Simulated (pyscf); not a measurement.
**Addition across a multiple bond or ene-type step: O=CH–O⁻ (SMILES O=C[O-]) + H₂O (SMILES O) -> O⁻–CH(OH)–OH (SMILES [O-]C(O)O)**

Gas phase, singlet surface, charge -1. Bonds broken: H4–O6. Bonds formed: O1–H4, C2–O6. Single points on ωB97X-D3(BJ)/def2-SVPD structures (PySCF, gas phase). Correlated levels are frozen-core, on RHF or UHF. ΔMP2 is the change of the MP2 total energy from the triple- to the quadruple-zeta basis.

Transition state (Å):

```xyz
7

O      0.2749    -1.2914     0.0859
C      1.1789    -0.3043     0.4694
O      2.0069    -0.5137     1.3429
H     -0.5465    -0.7767     0.2530
H      1.3445     0.4516    -0.3234
O     -0.4183     0.8433     1.0225
H     -0.3383     0.8353     1.9822
```

One imaginary mode, 304i cm⁻¹; descent along it reached the two sides named, in the forms told below.

```json
[
 {"bond": "H4–O6", "change": "breaks", "reactant side (Å)": "1.006", "saddle": "1.798", "product side": "2.8"},
 {"bond": "O1–H4", "change": "forms", "reactant side (Å)": "1.639", "saddle": "0.984", "product side": "0.965"},
 {"bond": "C2–O6", "change": "forms", "reactant side (Å)": "3.4", "saddle": "2.043", "product side": "1.466"}
]
```

Electronic energies relative to the separated reactants (kcal/mol):

```json
[
 {"level": "ωB97X-D3(BJ)/def2-TZVPD", "barrier": "22.7", "reaction energy": "+12.0", "reverse barrier": "10.7"},
 {"level": "PBE/def2-TZVPD", "barrier": "19.5", "reaction energy": "+12.9", "reverse barrier": "6.6"},
 {"level": "r²SCAN/def2-TZVPD", "barrier": "19.6", "reaction energy": "+11.4", "reverse barrier": "8.2"},
 {"level": "B3LYP-D3(BJ)/def2-TZVPD", "barrier": "21.6", "reaction energy": "+14.4", "reverse barrier": "7.3"},
 {"level": "PBE0-D3(BJ)/def2-TZVPD", "barrier": "21.2", "reaction energy": "+10.8", "reverse barrier": "10.4"},
 {"level": "M06-2X/def2-TZVPD", "barrier": "21.8", "reaction energy": "+9.6", "reverse barrier": "12.2"},
 {"level": "ωB97M-D3(BJ)/def2-TZVPD", "barrier": "22.2", "reaction energy": "+12.6", "reverse barrier": "9.7"},
 {"level": "HF/def2-TZVPD", "barrier": "32.9", "reaction energy": "+19.3", "reverse barrier": "13.6"},
 {"level": "MP2/def2-QZVPPD", "barrier": "22.3", "reaction energy": "+12.4", "reverse barrier": "9.9"},
 {"level": "CCSD/def2-TZVPPD", "barrier": "24.2", "reaction energy": "+12.2", "reverse barrier": "12.0"},
 {"level": "CCSD(T)/def2-TZVPPD", "barrier": "22.2", "reaction energy": "+11.8", "reverse barrier": "10.4"},
 {"level": "CCSD(T)/def2-TZVPPD + ΔMP2(QZVPPD)", "barrier": "22.2", "reaction energy": "+11.7", "reverse barrier": "10.5"}
]
```

With CCSD(T)/def2-TZVPPD + ΔMP2(QZVPPD) energies and thermal terms (ideal gas, 1 atm, RRHO with modes under 100 cm⁻¹ raised to 100, one conformer, R ln 2 for rigid chiral ones), in kcal/mol:

```
T (K)   ΔH‡   ΔG‡     ΔH     ΔG
-----  ----  ----  -----  -----
298    22.8  32.6  +14.1  +24.4
600    23.0  42.5  +14.5  +34.7
900    23.6  52.1  +15.5  +44.7
1200   24.2  61.5  +16.6  +54.2
```

On the reactant side the descent ends in a bound adduct, 16.8 kcal/mol under the separated species and 39.5 kcal/mol under the saddle at ωB97X-D3(BJ)/def2-TZVPD. This is the saddle that the search found; another between the same sides may lie lower. The CCSD(T) − MP2 part came from Ansatz, without density fitting, on the same reference.
